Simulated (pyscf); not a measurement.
PySCF, gas phase, ωB97X-D3(BJ)/def2-SVP geometries.

### Question
Estimate the classical barrier height and the reaction energy of `[GeH2]=[Se]` + `[H][H]` → `[GeH3][SeH]` at ωB97M-D3(BJ)/def2-TZVP. The step runs on the singlet surface, breaks H–H and forms H–Se, Ge–H; take the separated reactants as zero.

### Answer
ΔE‡ = 1.22 eV, ΔE = -1.24 eV. Zero-point energy shifts the barrier by +0.10 eV. It is an addition across a multiple bond or ene-type step, with an imaginary mode of 1425i cm⁻¹. At the saddle there is also a short Ge–H contact that neither side keeps. This is the saddle that the search found; another between the same sides may lie lower. Elements up to Kr have no core potential and no relativistic terms here.
